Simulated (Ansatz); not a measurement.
C₅H₄, SMILES `C=C=C1C=C1`, relaxed with RKS PBE0-D4/def2-TZVP in Ansatz 0.2.0 from a PBE-D4/def2-SVP geometry. The force threshold is 0.005 eV/Å; the program also tests the step.

Total charge 0; spin multiplicity 1.

Start:

```xyz
9

C    -1.549   -1.445    0.529
C    -0.608   -0.573    0.206
C     0.317    0.292   -0.109
C     1.614    0.949    0.082
C     0.874    1.370   -0.933
H    -2.366   -1.189    1.231
H    -1.565   -2.471    0.116
H     2.538    1.023    0.668
H     0.746    2.043   -1.789
```

(1) How much energy does the relaxation release, and in how many steps? (An estimate is asked.)

(2) Which bonds change most? (An estimate is asked.)

(3) Give the relaxed structure. (Best estimate.)

Results:

(1) Ansatz gave: 1.60 kcal/mol, in 7 steps, 2 of them rejected.

(2) Computed: C4–C5 from 1.325 to 1.305 Å; C3–C5 from 1.467 to 1.447 Å; C3–C4 from 1.466 to 1.447 Å; C1–H6 from 1.107 to 1.088 Å.

(3) Ansatz gave: 
```xyz
9

C    -1.529   -1.425    0.523
C    -0.602   -0.562    0.207
C     0.312    0.290   -0.106
C     1.592    0.937    0.080
C     0.863    1.352   -0.920
H    -2.333   -1.176    1.212
H    -1.539   -2.432    0.112
H     2.501    1.007    0.656
H     0.736    2.010   -1.763
```
